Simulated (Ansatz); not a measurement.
# CH4SSi: the cost of one run

Program: Ansatz 0.2.0. Level of theory: RKS B3LYP-D4/def2-SVP. These are calculated values, not measurements.

## (1) Starting point

Bond lengths: C1–S2 1.751 Å, S2–Si3 2.129 Å, C1–H4 1.090 Å, C1–H5 1.102 Å, C1–H6 1.085 Å, Si3–H7 1.523 Å. Angles: C1–S2–Si3 102.1°, S2–C1–H4 109.7°, S2–C1–H5 114.6°, S2–C1–H6 115.2°, H4–C1–H5 102.5°, H4–C1–H6 106.4°, H5–C1–H6 107.3°, S2–Si3–H7 108.9°.

Structure file:

```xyz
7

C    -0.8138    0.6434   -0.3067
S    -0.1313   -0.3543    0.9605
Si    1.6287   -1.1128    0.0323
H    -1.7157    1.1360    0.0578
H    -0.1826    1.4947   -0.6102
H    -1.0985    0.1139   -1.2098
H     2.3744   -1.9888    1.0304
```

## (2) End point A

input.yaml

```yaml
crystal:
  periodic: [false, false, false]
  atoms:
    - { symbol: C, position_ang: [-0.8138, 0.6434, -0.3067] }
    - { symbol: S, position_ang: [-0.1313, -0.3543, 0.9605] }
    - { symbol: Si, position_ang: [1.6287, -1.1128, 0.0323] }
    - { symbol: H, position_ang: [-1.7157, 1.136, 0.0578] }
    - { symbol: H, position_ang: [-0.1826, 1.4947, -0.6102] }
    - { symbol: H, position_ang: [-1.0985, 0.1139, -1.2098] }
    - { symbol: H, position_ang: [2.3744, -1.9888, 1.0304] }
basis:
  gaussian: { orbitals: def2-SVP }
hamiltonian:
  xc: b3lyp
  dispersion: d4
relax:
  f_tol: 0.015
  max_steps: 40
output:
  orbitals: {}
```

Started as:

```console
$ ansatz run input.yaml --threads 1 --pin off --max-ram 2048MiB --backend cpu --events-out ev --progress --plain --runs-dir out
```

Q: Estimate wall time and peak memory on 1 thread of Arm Neoverse V2, shared host.

About 14 s, with a peak of 0.13 GiB.
